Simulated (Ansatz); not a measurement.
```yaml
crystal:
  periodic: [false, false, false]
  atoms:
    - {symbol: Si, position_ang: [-2.148572, -0.083715, -0.001267]}
    - {symbol: Si, position_ang: [0.000195, 0.171668, 0.001434]}
    - {symbol: Si, position_ang: [2.148377, -0.087953, -0.000167]}
basis:
  gaussian: {orbitals: def2-TZVP}
hamiltonian: {xc: pbe0}
relax: {f_tol: 0.004, max_steps: 80}
```

```sh
$ ansatz run in.yaml --threads 1 --pin off --events-out ev --progress --plain --max-ram 2176MiB
```

Steps of the relaxation (energy above the last step; positions in Å, forces in eV/Å):

```
3
step 1, 880.1 meV
Si   -2.149   -0.084   -0.001   -0.003   -0.050    0.000
Si    0.000    0.172    0.001   -0.001    0.100    0.001
Si    2.148   -0.088    0.000    0.004   -0.050    0.000
```

```
3
step 2, 876.8 meV
Si   -2.145   -0.094   -0.001    0.014   -0.054    0.000
Si    0.000    0.192    0.002    0.000    0.108    0.001
Si    2.145   -0.098    0.000   -0.014   -0.054    0.000
```

```
3
step 3, 821.6 meV
Si   -2.088   -0.194   -0.002    0.161   -0.091   -0.001
Si    0.000    0.392    0.003    0.000    0.182    0.002
Si    2.087   -0.198   -0.001   -0.161   -0.091   -0.001
```

```
3
step 4, 756.8 meV
Si   -2.026   -0.292   -0.003    0.823    0.117    0.001
Si    0.001    0.587    0.005    0.000   -0.235   -0.002
Si    2.026   -0.296   -0.002   -0.823    0.118    0.001
```

```
3
step 5, 594.0 meV
Si   -1.885   -0.391   -0.004    1.079    0.254    0.002
Si    0.001    0.785    0.007    0.000   -0.511   -0.004
Si    1.885   -0.395   -0.003   -1.078    0.257    0.002
```

```
3
step 6, 331.8 meV
Si   -1.706   -0.467   -0.004    0.995    0.235    0.002
Si    0.001    0.938    0.008    0.000   -0.473   -0.004
Si    1.705   -0.471   -0.003   -0.995    0.237    0.002
```

```
3
step 7, 88.0 meV
Si   -1.522   -0.524   -0.005    0.648    0.155    0.001
Si    0.001    1.052    0.009    0.000   -0.310   -0.003
Si    1.521   -0.527   -0.004   -0.648    0.156    0.001
```

```
3
step 11, 0.0 meV
Si   -1.374   -0.559   -0.005   -0.002   -0.001    0.000
Si    0.001    1.120    0.009    0.000    0.003    0.000
Si    1.373   -0.561   -0.004    0.002   -0.001    0.000
```

Close pairs at the end: Si2–Si3 2.170 Å, Si1–Si2 2.170 Å, Si1–Si3 2.747 Å.

A stationary point of restricted PBE0 after 11 steps (its stability towards spin polarisation wasn't tested); no frequencies were run, so it isn't proven a minimum. 41 s on 1 thread of Intel Xeon Platinum 8375C, shared host.
